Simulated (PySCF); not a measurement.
**PH₄⁺: singlet, from a tetrahedral start**

Aim: relax PH₄⁺ as a singlet from a tetrahedral start, check by its vibrations whether the end is a minimum, and collect its spectrum and constants.

Method: PBE0, basis P def2-TZVP, H def2-TZVP, no relativity, density fitting; program: PySCF 2.14.0.

## 1. Starting geometry

5 atoms, charge 1, spin multiplicity 1.

Bond lengths: P1–H2 1.401 Å, P1–H3 1.401 Å, P1–H4 1.401 Å, P1–H5 1.401 Å. Angles: H2–P1–H3 109.5°, H2–P1–H4 109.5°, H2–P1–H5 109.5°, H3–P1–H4 109.5°, H3–P1–H5 109.5°, H4–P1–H5 109.5°.

```xyz
5
charge 1 multiplicity 1
P     0.0000    0.0000    0.0000
H    -0.8091   -0.8090    0.8091
H     0.8091   -0.8090   -0.8091
H    -0.8091    0.8090   -0.8091
H     0.8091    0.8090    0.8091
```

## 2. The SCF at the typed geometry

One driver script runs all steps and calls PySCF; scf.py shows how it sets up the SCF of each step. The optimiser is the driver's own. After this first run the driver tries any further starts and a stability analysis.

File scf.py:

```python
from pyscf import gto, scf, dft
mol = gto.M(atom='''
P      0.000000     0.000000     0.000000
H     -0.809140    -0.809000     0.809140
H      0.809140    -0.809000    -0.809140
H     -0.809140     0.809000    -0.809140
H      0.809140     0.809000     0.809140''',
    basis={'P': 'def2-TZVP', 'H': 'def2-TZVP'},
    charge=1, spin=0)
mf = dft.RKS(mol, xc='PBE0')
mf.grids.atom_grid = (50, 194)
aux = {'P': 'def2-universal-JKFIT', 'H': 'def2-universal-JKFIT'}
mf = mf.density_fit(auxbasis=aux)
mf.conv_tol = 1e-08
mf.diis_space = 10
mf.max_cycle = 60
mf.init_guess = 'minao'
mf.verbose = 4
mf.kernel()
```

On the command line:

```console
$ OMP_NUM_THREADS=2 python axn.py task.json out
```

Log:

```text
init E= -343.468772491948
  HOMO = -0.444484203969139  LUMO = -0.0074448129071084  gap/eV = 11.89245
cycle= 1 E= -343.310249345968  delta_E= 0.159  |g|= 0.198  |ddm|= 1.32
  HOMO = -0.738721836088926  LUMO = -0.251038778646743  gap/eV = 13.27053
cycle= 2 E= -343.319824768692  delta_E= -0.00958  |g|= 0.134  |ddm|= 0.304
  HOMO = -0.709193930975487  LUMO = -0.226523044720027  gap/eV = 13.13414
cycle= 3 E= -343.323416325607  delta_E= -0.00359  |g|= 0.0105  |ddm|= 0.117
  HOMO = -0.704477999961502  LUMO = -0.222568320755287  gap/eV = 13.11343
cycle= 4 E= -343.323428686757  delta_E= -1.24e-05  |g|= 0.00151  |ddm|= 0.00538
  HOMO = -0.7048145588428  LUMO = -0.222796777931794  gap/eV = 13.11637
cycle= 5 E= -343.323429336374  delta_E= -6.5e-07  |g|= 0.00026  |ddm|= 0.00183
  HOMO = -0.704762452385017  LUMO = -0.222746867712424  gap/eV = 13.11631
cycle= 6 E= -343.323429360868  delta_E= -2.45e-08  |g|= 2.06e-05  |ddm|= 0.0003
  HOMO = -0.704764974053472  LUMO = -0.22274896404104  gap/eV = 13.11632
cycle= 7 E= -343.323429360984  delta_E= -1.16e-10  |g|= 3.52e-07  |ddm|= 2.75e-05
  HOMO = -0.70476494606878  LUMO = -0.222748929608367  gap/eV = 13.11632
Extra cycle  E= -343.323429360988  delta_E= -3.47e-12  |g|= 1.72e-07  |ddm|= 6.81e-07
converged SCF energy = -343.323429360988
```

This step, with its further starts and checks, took 2.3 s on 2 threads of Intel Xeon Platinum 8259CL at 2.50GHz (Skylake/Cascade Lake), shared host.

The test of internal stability found no lower closed-shell solution.

## 3. Relaxation: tetrahedral start, singlet

The program finds Td symmetry in the start, which this walk keeps. Threshold on the gradient: 0.0003 Eh/bohr, with a further test on the energy change.

Changes to scf.py since step 2:

```diff
@@ -4,4 +4,4 @@
-H     -0.809140    -0.809000     0.809140
-H      0.809140    -0.809000    -0.809140
-H     -0.809140     0.809000    -0.809140
-H      0.809140     0.809000     0.809140''',
+H     -0.809093    -0.809093     0.809093
+H      0.809093    -0.809093    -0.809093
+H     -0.809093     0.809093    -0.809093
+H      0.809093     0.809093     0.809093''',
@@ -17 +16,0 @@
-mf.init_guess = 'minao'
```

Steps of the walk:

| step | energy (Eh) | change (kJ/mol) | largest symmetric gradient (Eh/bohr) |
| --- | --- | --- | --- |
| 0 | -343.323429 | 0.00 | 0.00012 |

The walk took 0.9 s.

Positions (Å) and forces (eV/Å) along the way:

```
step 0
P    0.000   0.000   0.000   0.000   0.000   0.000
H   -0.809  -0.809   0.809   0.006   0.006  -0.006
H    0.809  -0.809  -0.809  -0.006   0.006   0.006
H   -0.809   0.809  -0.809   0.006  -0.006   0.006
H    0.809   0.809   0.809  -0.006  -0.006  -0.006
```

After 0 steps and 0.0 kJ/mol it ends at Td: P–H 1.401 Å (×4); H–P–H 109.5° (×6).

## 4. Frequencies

The point is checked on the finer grid, and tightened if its gradient asks for it. The Hessian and the dipole derivatives come from central differences of analytic gradients, with steps of 0.02 bohr.

Changes to scf.py since step 3:

```diff
@@ -3,5 +3,5 @@
-P      0.000000     0.000000     0.000000
-H     -0.809093    -0.809093     0.809093
-H      0.809093    -0.809093    -0.809093
-H     -0.809093     0.809093    -0.809093
-H      0.809093     0.809093     0.809093''',
+P      0.000000    -0.000000    -0.000000
+H     -0.808866    -0.808866     0.808866
+H      0.808866    -0.808866    -0.808866
+H     -0.808866     0.808866    -0.808866
+H      0.808866     0.808866     0.808866''',
@@ -11 +11 @@
-mf.grids.atom_grid = (50, 194)
+mf.grids.atom_grid = (75, 302)
@@ -14 +14 @@
-mf.conv_tol = 1e-08
+mf.conv_tol = 1e-10
```

This SCF starts from the last density.

SCF at the final geometry:

```text
init E= -343.323441227365
  HOMO = -0.704885648042379  LUMO = -0.222681819969464  gap/eV = 13.12143
cycle= 1 E= -343.323441227362  delta_E= 2.05e-12  |g|= 2.68e-07  |ddm|= 5.39e-07
  HOMO = -0.704885578516809  LUMO = -0.222681762848924  gap/eV = 13.12143
Extra cycle  E= -343.323441227364  delta_E= -1.42e-12  |g|= 2.03e-07  |ddm|= 3.87e-07
converged SCF energy = -343.323441227364
```

The whole step took 12 s.

Geometry: Td; P–H 1.401 Å (×4); H–P–H 109.5° (×6).

Modes, for the most abundant isotopes:

```tsv
symmetry	ω (cm⁻¹)	IR (km/mol)	type
t2	980	18.5	bend
e	1129	0.0	bend
a1	2505	0.0	stretch
t2	2558	111	stretch
```

All wavenumbers are real: a minimum.

Properties at this point:

```yaml
Dipole_moment_about_the_centre_of_mass: 0.00 D
Highest_occupied_level: -19.18 eV
Lowest_empty_level: -6.06 eV
Rotational_constants: 3.196, 3.196, 3.196 cm⁻¹
Zero-point_energy: 92.0 kJ/mol
Principal_polarisabilities: 19.9, 19.9, 19.9 bohr³
Principal_traceless_quadrupole_moments_about_the_centre_of_mass: 0.00, 0.00, 0.00 D Å
Entropy_at_298.15_K_and_1_bar: 203.5 J/(mol K)
Heat_capacity_Cp_at_298.15_K: 40.4 J/(mol K)
Enthalpy_at_298.15_K_above_0_K: 10.35 kJ/mol
Rotational_symmetry_number: 12
```

Charges (e) and bond orders:

```json
{"atom": "P1", "Mulliken": "0.16", "Löwdin": "0.69", "polar tensor": "0.78", "Mayer order to P1": "–"}
{"atom": "H2,3,4,5", "Mulliken": "0.21", "Löwdin": "0.08", "polar tensor": "0.05", "Mayer order to P1": "0.92"}
```

Outer orbital energies (eV). occupied: -188.59, -137.83, -137.83, -137.83, -26.65, -19.18, -19.18, -19.18; empty: -6.06, -6.06, -6.06, -5.39.

Mulliken populations on P1: s 5.55, p 9.11, d 0.17, f 0.01.

## 5. Summary of results

| quantity | value |
| --- | --- |
| minimum | singlet, Td |
| geometry | P–H 1.401 Å (×4); H–P–H 109.5° (×6) |
| wavenumbers (cm⁻¹) | 980 (t2), 1129 (e), 2505 (a1), 2558 (t2) |
| dipole moment (centre of mass) | 0.00 D |
| highest occupied, lowest empty level | -19.18, -6.06 eV |
| polar-tensor charge of P1 | +0.78 e |
| zero-point energy | 92.0 kJ/mol |
| entropy at 298.15 K | 203.5 J/(mol K) |

What this shows: The molecule stays Td, as typed, and the end point is a minimum. In the infrared the band at 2558 cm⁻¹ (t2, stretch) leads. Other starts or spin states, not run here, may lie lower.

The search up to here took 16 s.
